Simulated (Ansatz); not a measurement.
`C=C(C)C(F)Cl`, relaxed with RKS PBE-D4/def2-SVP in the Gaussian-basis code of Ansatz from a rough embedded geometry. The force threshold is 0.03 eV/Å; the program also tests the step.

Charge 0, multiplicity 1.

Start:

```xyz
12

C    -0.505    1.268   -0.790
C    -0.105    0.175   -0.117
C     0.346   -1.000   -0.885
C    -0.021    0.000    1.389
F    -0.799    1.038    1.986
Cl    1.573    0.085    2.023
H    -0.538    1.348   -1.824
H    -0.863    2.123   -0.161
H     1.412   -1.275   -0.689
H     0.264   -0.894   -1.984
H    -0.235   -1.922   -0.637
H    -0.528   -0.946    1.690
```

**Question.** How much energy does the relaxation release, and in how many steps? (An estimate is asked.)

**Answer.** Computed: 36.86 kJ/mol, in 7 steps, 1 of them rejected.

**Question.** Which bonds change most? (Best estimate.)

**Answer.** The calculation gave: C4–Cl6 from 1.718 to 1.829 Å; C4–F5 from 1.428 to 1.362 Å; C1–H7 from 1.037 to 1.101 Å; C2–C3 from 1.474 to 1.502 Å.

**Question.** Give the relaxed structure. (Best estimate.)

**Answer.** Ansatz gave: 
```xyz
12

C    -0.568    1.283   -0.734
C    -0.110    0.159   -0.149
C     0.396   -1.044   -0.894
C    -0.106    0.050    1.354
F    -0.697    1.117    1.960
Cl    1.613   -0.089    1.966
H    -0.592    1.377   -1.831
H    -0.930    2.129   -0.135
H     1.452   -1.253   -0.626
H     0.329   -0.895   -1.988
H    -0.186   -1.954   -0.631
H    -0.601   -0.881    1.707
```
